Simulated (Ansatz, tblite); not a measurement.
# The cluster Cd2S2: charged states by level of theory

An exercise on one series of results from a longer session: the logs are not shown, and one member is left open.

Program: Ansatz 0.2.0, Gaussian basis. Level of theory: as each input shows. These are calculated values, not measurements.

Plan: charge +1 doublet, at the geometry of the singlet (PBE0-D4/def2-TZVP, PBE-D4/def2-TZVP, r2SCAN-D4/def2-TZVP, r2SCANh-D4/def2-TZVP, BHLYP-D4/def2-TZVP, CAM-B3LYP-D4/def2-TZVP, B2PLYP/def2-TZVP, LC-ωPBE/def2-TZVP); charge +1 doublet, relaxed (PBE0-D4/def2-TZVP, PBE-D4/def2-TZVP); charge -1 doublet, at the geometry of the singlet (PBE0-D4/def2-TZVPD, PBE-D4/def2-TZVPD, r2SCAN-D4/def2-TZVPD); the starting singlet's energies come from earlier runs.

5 further runs of the same task are left out: 1 for a known fault of the program, 4 set aside as unsound or not needed.

### The geometry

The singlet was relaxed beforehand with r2SCAN-D4/def2-SVP. At that level it is the lowest of the isomers that a small search found.

4 atoms, charge 0, spin multiplicity 1.

Atoms are counted from 1 here; the program's logs count them from 0.

Bond lengths: Cd1–S3 2.583 Å, Cd1–S4 2.582 Å, Cd2–S3 2.583 Å, Cd2–S4 2.582 Å. Angles: S3–Cd1–S4 53.3°, S3–Cd2–S4 53.3°, Cd1–S3–Cd2 126.7°, Cd1–S4–Cd2 126.7°.

Cd takes a core potential in the def2 sets. No spin-orbit coupling is included.

Set-up of the first run:

in.yaml reads:

```yaml
crystal:
  periodic: [false, false, false]
  atoms:
    - {symbol: Cd, position_ang: [0.564962, 1.881585, -1.211527]}
    - {symbol: Cd, position_ang: [-0.566416, -1.881448, 1.211217]}
    - {symbol: S, position_ang: [0.152406, 0.589140, 0.986085]}
    - {symbol: S, position_ang: [-0.150952, -0.589277, -0.985764]}
basis:
  gaussian: {orbitals: def2-SVP}
total_charge: 1
magnetization: {spin_polarized: true, initial_magnetization: 1}
hamiltonian: {xc: pbe0, dispersion: d4}
output: {orbitals: {seedname: orbitals}}
```

Run with:

```console
> ansatz run in.yaml --threads 2 --pin off --events-out ev --progress --plain --max-ram 4352MiB
```

Steps of the session up to this table: Charge +1 doublet at the fixed geometry, first pass, PBE0-D4/def2-SVP; Charge +1 doublet at the fixed geometry, PBE0-D4/def2-TZVP; Charge +1 doublet at the fixed geometry, PBE-D4/def2-TZVP; Charge +1 doublet at the fixed geometry, r2SCAN-D4/def2-TZVP; Charge +1 doublet at the fixed geometry, r2SCANh-D4/def2-TZVP; Charge +1 doublet at the fixed geometry, BHLYP-D4/def2-TZVP; Charge +1 doublet at the fixed geometry, CAM-B3LYP-D4/def2-TZVP; Charge +1 doublet at the fixed geometry, B2PLYP/def2-TZVP; Charge +1 doublet at the fixed geometry, LC-ωPBE/def2-TZVP.

One table of the session follows, with a row left open; its other results are not shown here.

It belongs to the step «Vertical ionisation energy». Beside −ε(HOMO) of the starting state:

```
                 level  −ε(HOMO) (eV)  by difference (eV)  mismatch (eV)
      PBE-D4/def2-TZVP           4.65                7.46          -2.81
   r2SCAN-D4/def2-TZVP           4.88                7.54          -2.66
     PBE0-D4/def2-TZVP           5.78                7.55          -1.78
    BHLYP-D4/def2-TZVP           6.28                7.36          -1.08
CAM-B3LYP-D4/def2-TZVP           6.82                7.64          -0.83
     LC-ωPBE/def2-TZVP              ?                   ?              ?
```

**Question.** Estimate the row for LC-ωPBE/def2-TZVP.

**Answer.** −ε(HOMO) (eV): 7.27; by difference (eV): 7.05; mismatch (eV): +0.22. In the column «−ε(HOMO) (eV)» it is the highest.
